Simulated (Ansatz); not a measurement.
**Lattice constant a of some tetrahedrally bonded semiconductors and semimetals**

Method: r²SCAN0 (plane waves, PAW; Ansatz, a quantum-chemistry and plane-wave program). References are measured values corrected to a static lattice or taken at low temperature (these still hold zero-point motion).

Values in Å.

| solid | reference | r²SCAN0 | error (%) |
|---|---|---|---|
| diamond | 3.553* (3.543–3.555) | 3.540 | -0.37 |
| zinc-blende GaP | 5.439* | 5.434 | -0.09 |
| zinc-blende InAs | 6.047* | 6.065 | +0.30 |
| 3C-SiC | 4.346* | 4.337 | -0.21 |
| diamond-structure Si | 5.421* | 5.426 | +0.09 |
| grey tin (α-Sn) | 6.477* | 6.503 | +0.40 |
| zinc-blende BP | 4.525* | 4.519 | -0.13 |
| zinc-blende GaAs | 5.64* | 5.638 | -0.04 |
| diamond-structure Ge | 5.644* | 5.638 | -0.11 |
| cubic BN | 3.593* | 3.590 | -0.08 |
| zinc-blende InSb | 6.468* | 6.502 | +0.53 |
| wurtzite ZnO | 3.248 | 3.225 | -0.71 |
| wurtzite AlN | 3.111¶ | 3.092 | -0.61 |
| zinc-blende InP | 5.858* | 5.873 | +0.26 |

Over these 14 solids the mean error is -0.05 %, the mean absolute error 0.28 % (median 0.23 %), and the worst case wurtzite ZnO at -0.71 %; the value is too low in 9 of 14 cases.

A star marks references brought to a static lattice; the others are low-temperature values that still hold zero-point motion, which matters most for light elements.

Spin–orbit coupling is left out, also for the solids with elements from indium on (zinc-blende InAs, grey tin (α-Sn), zinc-blende InSb, zinc-blende InP); its size isn't shown.

¶ marks references of a special kind: wurtzite AlN, 3.111 Å (measured, low temperature, extrapolated to low temperature; as tabulated in arXiv:1206.3780).

Brackets give the range of the sources taken for a reference, where it is wide; it can hold other temperatures.

Differences are worked out from the printed values.

Ansatz's density-functional and Hartree–Fock values are scalar-relativistic unless marked +SOC, with PAW data made under PBE.

Ansatz's runs of these crystals have no spin polarisation.

Not in this set, of the tetrahedrally bonded semiconductors and semimetals with a reference value in our tables and a result at some level: 22 for a reference at room or unstated temperature; 3 for no value at r²SCAN0 (not run, a failed fit, an unstable or unbound cell, or a value held back for tests); 2 for a high-temperature or high-pressure phase; 1 for a cell known from the COD alone. These can be a level's best or worst cases. At least 6 more with a reference value are held back for tests. Solids without a released value at any level aren't counted. Layered and molecular crystals are counted apart. The metals Ce to Yb are counted apart.

References as tabulated in Mejia-Rodriguez and Trickey (2018), arXiv:1807.09216; arXiv:1206.3780; Goldzak et al. (2022), arXiv:2208.04865.
